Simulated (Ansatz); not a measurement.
**Structure relaxation of GaO₂**

The calculation used Ansatz 0.2.0, DFT PBE, scalar-relativistic, plane waves, PAW. Cutoff 420 eV, Γ-centred k mesh, Gaussian smearing, collinear spin, first started from parallel moments.

The start puts GaO₂ on the 3R molybdenite structure type (R3m, No. 160), with Ga in place of Mo, O in place of S, at a guessed volume.

```xyz
3
Lattice="1.3151 0.7593 5.0918 -1.3151 0.7593 5.0918 0.0000 -1.5185 5.0918" Properties=species:S:1:pos:R:3 pbc="T T T"
Ga    0.0000    0.0000    0.0000
O     0.0000    0.0000   11.4321
O     0.0000    0.0000    8.9346
```

Steps on the 6×6×6 mesh (3 atoms). 11 of 14 steps are shown, and the free energy counts from the last. Trial steps that were taken back and renewals of the plane-wave basis can be among the rows.

```
step  ΔF (meV/atom) V (Å³/atom) P (GPa) largest force component (eV/Å)
   1          492.6        10.17    26.96                           0.806
   2          229.1        11.08    13.54                           0.965
   3           71.8        11.87     5.56                           0.261
   5           57.4        12.27    -0.35                           0.021
   6           56.7        12.17    -0.08                           0.003
   7           10.0        12.17     4.57                           0.033
   8            5.8        12.69     2.23                           0.074
   9            7.1        13.14    -0.36                           0.035
  12            1.2        13.35     0.08                           0.031
  13            1.6        13.45     0.00                           0.003
  14            0.0        13.45     0.04                           0.002
```

A final relaxation ran on a 12×12×12 mesh. The relaxed crystal, R3m (No. 160):

```cif
data_structure
_symmetry_space_group_name_H-M 'R3m:H'
_symmetry_Int_Tables_number 160
_cell_length_a 2.9906
_cell_length_b 2.9906
_cell_length_c 16.3388
_cell_angle_alpha 90.000
_cell_angle_beta 90.000
_cell_angle_gamma 120.000
_cell_volume 126.55
loop_
_atom_site_label
_atom_site_type_symbol
_atom_site_symmetry_multiplicity
_atom_site_Wyckoff_symbol
_atom_site_fract_x
_atom_site_fract_y
_atom_site_fract_z
_atom_site_occupancy
Ga1 Ga 3 a 0.00000 0.00000 0.00001 1
O1 O 3 a 0.00000 0.00000 0.26819 1
O2 O 3 a 0.33333 0.66667 0.06517 1
```

```yaml
Volume_per_atom: 14.1 Å³
Density: 4.0 g/cm³
Energy_over_the_elements: -0.867 eV/atom
Gap_on_the_12×12×12_mesh: 0.57 eV
Net_moment_per_atom: 0.33 μB
Largest_site_moment: 0.47 μB
```

Formation energies are uncorrected and refer to the elements' standard structures at the same level (O₂ as a molecule).

The final run used a 12×12×12 mesh on its 3-atom cell and 0.02 eV smearing. Weakly bound directions are ill-defined at this level, which has no dispersion term.

A structure relaxed within its symmetry needn't be a true minimum.

Cost: 3 runs of about 12 core-minutes in all, on Arm Neoverse V1 (shared hosts).